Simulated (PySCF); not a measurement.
H3N, SMILES N.

The structure is a stationary point at PBE-D3(BJ)/def2-TZVPD.

Two levels are set side by side: PBE/def2-TZVPD (PySCF) and B3LYP/def2-TZVPD (PySCF). Same geometry, gas phase. Differences are taken from unrounded values.

| quantity | B3LYP | PBE | PBE minus B3LYP |
|---|---|---|---|
| orbital gap (eV) | 7.49 | 5.83 | -1.66 |
| highest occupied level (eV) | -7.50 | -6.17 | 1.33 |
| lowest empty level (eV) | -0.02 | -0.34 | -0.32 |
| dipole moment (D) | 1.53 | 1.49 | -0.05 |
| mean polarisability (bohr³) | 14.4 | 14.9 | 0.6 |

Without exact exchange PBE keeps part of each electron's self-repulsion, which lifts occupied levels and narrows the gap. Loosely held outer electrons make PBE densities more polarisable. Differences between two approximate levels are no errors against the true value.

Rough cost on one machine, each run with all the roots and properties that it gave: B3LYP against PBE within a factor of 2.
